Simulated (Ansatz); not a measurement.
`CC(O)=S` + `C=N` → `C=NC(C)=S` + H₂O  (substitution at a C–O bond)

Program: Ansatz. Geometries: PBE0-D4/def2-TZVP. ΔE: electronic, gas phase. CCSD(T)/CBS is the MP2 limit (def2-TZVPP, def2-QZVPP) plus CCSD(T) − MP2 in def2-TZVPP, frozen cores. This one scheme is used for every species. Functionals use def2-TZVPP. One conformer a species, not always the lowest.

`CC(O)=S`:

Cartesian coordinates in Å:
```
C -0.623 -0.119 -0.742
C 0.427 -0.121 0.312
O 0.272 0.905 1.147
S 1.626 -1.209 0.468
H -0.581 0.824 -1.295
H -1.610 -0.170 -0.272
H -0.493 -0.955 -1.422
H 0.981 0.846 1.804
```

`C=N`:

Z-matrix (Å, degrees):
```
C
N 1 1.261
H 1 1.096 2 124.9
H 1 1.092 2 118.8 3 -180.0
H 2 1.021 1 111.0 3 -0.0
```

`C=NC(C)=S`:

Cartesian coordinates in Å:
```
C -0.477 -0.610 1.735
N -0.796 -0.109 0.627
C -0.135 -0.343 -0.551
C 0.449 0.894 -1.153
S -0.102 -1.813 -1.254
H -1.098 -0.411 2.606
H 0.403 -1.250 1.856
H 0.973 0.660 -2.076
H 1.134 1.368 -0.442
H -0.350 1.614 -1.350
```

H₂O:

Cartesian coordinates in Å:
```
O 0.307 -0.119 -0.208
H 0.143 0.760 0.142
H -0.450 -0.641 0.066
```

```json
{"species": "`CC(O)=S`", "PBE0-D4 energy (Eh)": "-551.80236"}
{"species": "`C=N`", "PBE0-D4 energy (Eh)": "-94.55263"}
{"species": "`C=NC(C)=S`", "PBE0-D4 energy (Eh)": "-569.97107"}
{"species": "H₂O", "PBE0-D4 energy (Eh)": "-76.38097"}
```

(1) Work out ΔE.

Largest T1 diagnostic among the species: 0.017.

Answers

(1) ΔE = (-569.97107) + (-76.38097) − (-551.80236) − (-94.55263) = 0.00295 Eh = +7.7 kJ/mol. CCSD(T)/CBS gives +2.4 kJ/mol.

In def2-TZVPP, CCSD(T) changes the Hartree–Fock value by −14.3 kJ/mol (the triples alone add −2.3 kJ/mol) and MP2 by −22.2 kJ/mol. Leaving LDA and LC-ωPBE aside and taking each functional with its dispersion term where it has one, the values, not all of them listed here, spread over 11.1 kJ/mol, from revPBE-D4 to ωB97X-V. LDA lies −5.1 kJ/mol from PBE without D4. At CCSD(T), def2-SVP lies +15.0 kJ/mol from the extrapolated value and def2-TZVPP +5.0 kJ/mol.
